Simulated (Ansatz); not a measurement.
# Relaxing Ni₂Ru

Method: Ansatz 0.2.0, DFT PBE, scalar-relativistic, plane waves, PAW. Cutoff 420 eV, Γ-centred k mesh, Gaussian smearing, no spin polarisation in the final step.

The start puts Ni₂Ru on the fluorite structure type (Fm-3m, No. 225), with Ru in place of Ca, Ni in place of F, at a guessed volume.

```xyz
3
Lattice="0.0000 2.5130 2.5130 2.5130 0.0000 2.5130 2.5130 2.5130 0.0000" Properties=species:S:1:pos:R:3 pbc="T T T"
Ni    1.2565    1.2565    1.2565
Ni    3.7694    3.7694    3.7694
Ru    0.0000    0.0000    0.0000
```

Cell and atoms relax at zero pressure; the relaxation can't lower the symmetry of the start. After a coarse first stage the cell is made exact in the group found at 0.06 Å.

Energies over the elements count from the elements' standard structures at the same level, with no empirical corrections.

(1) Which crystal results?

(2) What are its volume, energy, density and gap?

Answers

(1) It keeps Fm-3m (No. 225). The result has the fluorite structure. Conventional cell: a = 5.582 Å. Ni is coordinated by 4 Ru at 2.42 Å and 6 Ni at 2.79 Å; Ru is coordinated by 8 Ni at 2.42 Å.

Space group Fm-3m (No. 225). a = 5.582 Å, b = 5.582 Å, c = 5.582 Å, α = 90.00°, β = 90.00°, γ = 90.00°
```
atom site symmetry x y z
  Ni    8c      -43m  0.2500  0.7500  0.7500
  Ru    4a m-3m  0.0000  0.0000  0.0000
```

(2) The volume per atom is 14.50 Å³ and the density is 8.34 g/cm³. The energy over the elements is 0.76 eV/atom and the gap on the 14×14×14 mesh is 0 eV (a metal).

The final run used a 14×14×14 mesh on its 3-atom cell and 0.10 eV smearing. For metals, differences of a few meV/atom aren't resolved. Symmetry constrained the relaxation, so the result can be a saddle point.

Cost: 3 runs of about 0.45 core-minutes in all, on Arm Neoverse V2 (shared hosts).